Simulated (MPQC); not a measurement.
# NOF (nitrosyl fluoride) at HF/3-21G

Aim: the energy change on altering one bond length of NOF (nitrosyl fluoride) at HF/3-21G, from 2 runs. 

The results are computed with MPQC 2.3.1.

8 further runs of the same task are left out: 2 that didn't finish, 6 set aside as unsound or not needed.

## (1) The structure to begin with

NOF: 3 atoms, total charge 0, spin state singlet. SMILES: `O=NF`. Geometry: relaxed at PBE0-D4/def2-TZVP.

Bond lengths: O1–N2 1.127 Å, N2–F3 1.483 Å. Angles: O1–N2–F3 110.4°.

## (2) A single-point energy at HF/3-21G

File run.in:

```
molecule<Molecule>: (
  symmetry = c1
  unit = bohr
  { atoms geometry } = {
    O  [ 1.64094368   0.45914676   0.95382036 ]
    N  [ 0.28143691  -0.91186844   0.05652171 ]
    F  [ -1.92239949   0.45274058  -1.01034207 ]
  }
)
basis<GaussianBasisSet>: (
  name = "3-21G"
  molecule = $:molecule
  basisdir = "."
  puream = yes
)
mpqc: (
  checkpoint = no
  savestate = no
  restart = no
  do_energy = yes
  do_gradient = no
  optimize = no
  mole<CLHF>: (
    molecule = $:molecule
    basis = $:basis
    total_charge = 0
    memory = 1000000000
    print_evals = yes
    print_npa = yes
    maxiter = 120
    value_accuracy = 1e-08
    guess_wavefunction<CLHF>: (
      molecule = $:molecule
      total_charge = 0
      memory = 1000000000
      value_accuracy = 1e-3
      basis<GaussianBasisSet>: (
        name = "STO-3G"
        molecule = $:molecule
      )
    )
  )
)
```

The basis set 3-21G is read from a file made from the Basis Set Exchange's data (not shown).

Command:

```sh
$ mpqc run.in > run.out
```

What it wrote (excerpt; [...] marks lines left out):

```text
MPQC: Massively Parallel Quantum Chemistry
[...]
  LUMO is    13   A =   0.067147
  total scf energy = -227.3330929885
Value of the MolecularEnergy: -227.3330929885
[...]
      symmetry = c1
[...]
```

Wall time 0.18 s (1 thread of Arm Neoverse V1, shared host).

## (3) The distorted shape at the same level

File job.in:

```
% FNO
molecule<Molecule>: (
   symmetry = c1
   unit = angstrom
   { atoms geometry } = {
      O  [ 1.801337    -0.334733     0.956393 ]
      N  [ 1.081917    -1.060243     0.481563 ]
      F  [ -1.017290     0.239580    -0.534650 ]
   }
)
basis<GaussianBasisSet>: (
   name = "3-21G"
   molecule = $:molecule
   basisdir = "."
   puream = yes
)
mpqc: (
   checkpoint = no
   savestate = no
   restart = no
   do_energy = yes
   do_gradient = no
   optimize = no
   mole<CLHF>: (
      molecule = $:molecule
      basis = $:basis
      total_charge = 0
      memory = 1000000000
      print_evals = yes
      print_npa = yes
      maxiter = 120
      value_accuracy = 1e-08
      guess_wavefunction<CLHF>: (
         molecule = $:molecule
         total_charge = 0
         memory = 1000000000
         value_accuracy = 1e-3
         basis<GaussianBasisSet>: (
            name = "MINI (Huzinaga)"
            molecule = $:molecule
         )
      )
   )
)
```

The basis set 3-21G is read from a file made from the Basis Set Exchange's data (not shown).

Command:

```sh
$ mpqc -o job.out job.in
```

What it wrote:

```text
MPQC: Massively Parallel Quantum Chemistry
[...]
  LUMO is    13   A =  -0.069059
  total scf energy = -227.1621133305
Value of the MolecularEnergy: -227.1621133305
[...]
      symmetry = c1
[...]
```

Wall time 0.16 s (1 thread of Arm Neoverse V1, shared host).

## (4) Summary of results

Level: HF/3-21G.

| quantity | value |
| --- | --- |
| first shape: total energy | -227.33309 Eh |
| first shape: HOMO energy | -13.41 eV |
| first shape: LUMO energy | 1.83 eV |
| first shape: HOMO–LUMO gap | 15.24 eV |
| distorted shape: total energy | -227.16211 Eh |
| distorted shape: HOMO energy | -8.88 eV |
| distorted shape: LUMO energy | -1.88 eV |
| distorted shape: HOMO–LUMO gap | 7.00 eV |
| energy change with the N2–F3 bond stretched from 1.483 to 2.670 Å | 4.653 eV |

What this shows: One bond (distorted shape) is far stretched, which a spin-restricted single reference describes badly; a broken-symmetry solution may lie lower. With the N2–F3 bond stretched from 1.483 to 2.670 Å the energy rises by 4.65 eV (449 kJ/mol). The first shape isn't relaxed at this level, so the change isn't measured from a minimum. A restricted reference can't describe the breaking bond well at this length.
